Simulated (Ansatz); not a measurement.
Zinc-blende GaAs was calculated with HSE06 (PAW; Ansatz, a program for electronic structure).

The same calculation (at the measured cell, 22.584 Å³/atom) with different numerical settings:

```csv
run,k mesh,gap on the mesh (eV),total energy (eV/atom)
1,4×4×4,1.476,-4320.7270
2,6×6×6,1.423,-4320.7946
3,8×8×8,1.411,-4320.8024
4,10×10×10,1.408,-4320.8036
5,12×12×12,1.407,-4320.8038
```

In the column total energy (eV/atom) the first row differs from the last by +0.0768 and the next to last by +0.0002.

The last row is no converged limit: other settings stay fixed.

Spin–orbit coupling is not included.
